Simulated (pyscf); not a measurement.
Optimised with ωB97X-D3(BJ)/def2-SVP in PySCF.

**Question.** Estimate by transition-state theory the rate constant of Cl–GeH(Cl)–Cl + H atom (H•) → hydrogen chloride (HCl) + Cl–GeH•–Cl (doublet surface; Cl–Ge broken, Cl–H formed) at 298 K, with ωB97M-D3(BJ)/def2-TZVP energies (ideal gas, 1 atm, RRHO with modes under 100 cm⁻¹ raised to 100, one conformer, R ln 2 for chiral ones without a mode under 150 cm⁻¹; no tunnelling).

**Answer.** The electronic barrier is 12.7 kcal/mol and the thermal terms add +5.2, so ΔG‡ = 17.9 kcal/mol. With k_BT/h = 6.21e+12 s⁻¹ and RT = 0.592 kcal/mol, and a volume of 4.06e-20 cm³ per molecule at 1 atm, k = 1.9e-20 cm³ molecule⁻¹ s⁻¹. Wigner's tunnelling factor for 1098i cm⁻¹ would be 2.17, likely too low at so high a frequency. A shift of 1 kcal/mol in the barrier changes k by a factor 5.4. The same reactants have a lower exit, to Cl–Ge•(Cl)–Cl + H₂ (barrier +2.6 kcal/mol at ωB97M-D3(BJ)/def2-TZVP, against +12.7 kcal/mol here). This is the saddle that the search found; another between the same sides may lie lower. The angle at the transferred Cl is 177°. Elements up to Kr have no core potential and no relativistic terms here.
